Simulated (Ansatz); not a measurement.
Elements on the sites of an ideal fluorite lattice, at a guessed lattice constant:

```yaml
crystal:
  lattice:
    - [4.67307, 2.33654, -2.33654]
    - [2.33654, 4.67307, 2.33654]
    - [4.67307, -2.33654, 2.33654]
  atoms:
    - { symbol: F, position: [0.45833, 0.33333, 0.62500] }
    - { symbol: F, position: [0.79167, 0.66667, 0.62500] }
    - { symbol: F, position: [0.95833, 0.33333, 0.12500] }
    - { symbol: F, position: [0.29167, 0.66667, 0.12500] }
    - { symbol: F, position: [0.62500, 0.00000, 0.12500] }
    - { symbol: F, position: [0.12500, 0.00000, 0.62500] }
    - { symbol: F, position: [0.37500, 0.00000, 0.87500] }
    - { symbol: F, position: [0.70833, 0.33333, 0.87500] }
    - { symbol: F, position: [0.87500, 0.00000, 0.37500] }
    - { symbol: F, position: [0.20833, 0.33333, 0.37500] }
    - { symbol: F, position: [0.54167, 0.66667, 0.37500] }
    - { symbol: F, position: [0.04167, 0.66667, 0.87500] }
    - { symbol: Ca, position: [0.00000, 0.00000, 0.00000] }
    - { symbol: Ca, position: [0.66667, 0.66667, 0.00000] }
    - { symbol: Pb, position: [0.50000, 0.00000, 0.50000] }
    - { symbol: Pb, position: [0.83333, 0.33333, 0.50000] }
    - { symbol: Pb, position: [0.33333, 0.33333, 0.00000] }
    - { symbol: Pb, position: [0.16667, 0.66667, 0.50000] }
```

Cell and atoms were relaxed without symmetry on coarser meshes and computed once more. Computed with DFT PBE, scalar-relativistic, plane waves, PAW (Ansatz 0.2.0).

Settings: cutoff 420 eV, Γ-centred mesh 3×3×3 on the computed 18-atom cell, Gaussian smearing of 0.02 eV; no spin polarisation.

The relaxation ran on 2×2×2 (shifted) and then 3×2×2 k points with a smearing of 0.1 eV, from sites shaken by 0.02 Å.

Question: What does the relaxation give?

Answer: A volume of 16.64 Å³/atom and a gap on the mesh of 4.74 eV. It lies 2.87 eV/atom below the elements' standard states (static lattices, no corrections for gases). The atoms leave their sites by 0.09 Å (root mean square) and 0.14 Å at most, and the cell stretches by up to 0.1 % at fixed volume.

```
CELL_PARAMETERS angstrom
5.84584 2.92511 -2.92414
2.92347 5.84390 2.91891
5.84470 -2.92325 2.92372
ATOMIC_POSITIONS crystal
F 0.45875 0.33155 0.62255
F 0.78432 0.66505 0.64463
F 0.94944 0.33171 0.11304
F 0.29462 0.67756 0.11318
F 0.64053 0.98555 0.11335
F 0.11795 0.99804 0.64455
F 0.37123 0.98554 0.88524
F 0.71638 0.33149 0.88534
F 0.88148 0.99814 0.35380
F 0.20704 0.33162 0.37580
F 0.54792 0.66509 0.35389
F 0.02517 0.67772 0.88507
Ca 0.99949 0.99858 0.99920
Ca 0.66645 0.66449 0.99921
Pb 0.50283 0.99182 0.49917
Pb 0.83303 0.33155 0.49919
Pb 0.33302 0.33149 0.99915
Pb 0.16305 0.67128 0.49924
```

Spin-orbit coupling is left out, which matters for the bands of heavy elements. The gap is read on a mesh, which can miss the band edges, so it can be too wide.

Cost: 2 runs of about 4 core-minutes in all (earlier runs that led there not counted), on Intel Xeon Platinum 8488C (Sapphire Rapids) (shared hosts).